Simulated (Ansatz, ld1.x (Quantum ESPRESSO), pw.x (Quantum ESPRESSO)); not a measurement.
**As: one change to the PAW potential, in the atom and in the bcc crystal**

* Element: arsenic (As)
* Generator: ld1.x (Quantum ESPRESSO) 7.5
* Type: PAW
* Functional: PBEsol
* Relativity: scalar-relativistic
* Frozen core: [Ar] 3d10
* Valence charge: 5
* Reference configuration: 4s2 4p3
* Partial waves: 4s (bound): rcut 1.30, rcutus 1.50 bohr; 4s channel at 0.1 Ry: rcut 1.30, rcutus 1.50 bohr; 4p (bound): rcut 1.55, rcutus 1.80 bohr; 4p channel at 4.35 Ry: rcut 1.55, rcutus 1.80 bohr; 4d channel at 0.4 Ry: rcut 1.60, rcutus 2.05 bohr; 4d channel at 3.2 Ry: rcut 1.60, rcutus 2.05 bohr
* Local potential: all-electron potential smoothed inside 1.35 bohr (lloc = -1)
* Core correction: Bessel-smoothed model core inside 1.15 bohr
* Augmentation charge: PSQ, inside the norm-conserving radii

Change: local potential all-electron potential smoothed inside 1.80 bohr (lloc = -1).

Cutoffs, loose and tight: the cutoffs (Ry, on a coarse ladder) from which the occupation-weighted sum of valence levels, in a spherical-Bessel basis at the reference potential, stays within 10 and 1 mRy of its value at 400 Ry. They do not see the model core or the augmentation charge, which bear on the density cutoff. Test errors are all-electron minus pseudo excitation energies from the reference, over the configurations 4s2 4p2; 4s2 4p1; 4s2 4p0; 4s1 4p4; 4s1 4p0; 4s2 4p2.5; 4s0 4p5; variants that change the core or the reference have their own tests.

Crystal test: bcc As in pw.x 7.5, no spin, 14³ k-points, Fermi–Dirac smearing 0.01 Ry, cutoffs set for each file from its atomic test. The reference is all-electron LAPW (Ansatz 0.2.0) with the same functional, mesh and smearing; V0 and B0 come from Birch–Murnaghan fits to the pressures at five volumes. Errors are pseudo minus all-electron; Δ is the rms difference of the E(V) curves that follow from these fits, minima aligned, over ±6 % about the mean V0. Mesh and smearing are coarse, so the numbers serve the comparison and aren't converged zero-temperature values; the lattice is a test structure that the element need not adopt.

All-electron: a0 = 3.313 Å (V0 = 18.18 Å³/atom), B0 = 93.5 GPa.

**Question.** Does the change bring the crystal closer to the all-electron result?

**Answer.** The mean pressure error goes from -0.25 to -0.14 GPa, so the change moves the solid closer to the all-electron pressures. At 80 % of its cutoff the pressure of the changed file moves by -0.18 GPa.

```csv
quantity,base,changed
outcome (atom),generated,generated
"cutoff, loose (atom)",15 Ry,15 Ry
"cutoff, tight (atom)",30 Ry,30 Ry
bound ghosts (atom),none,none
largest test error (meV) (atom),-539,-539
cutoffs in pw.x (Ry),40/320,40/320
a0 (Å),3.310,3.311
a0 error (%),-0.09,-0.05
B0 error (%),+1.1,+1.1
Δ (meV/atom),1.0,0.6
mean pressure error (GPa),-0.25,-0.14
```

 The atomic cutoffs weigh occupied waves only.
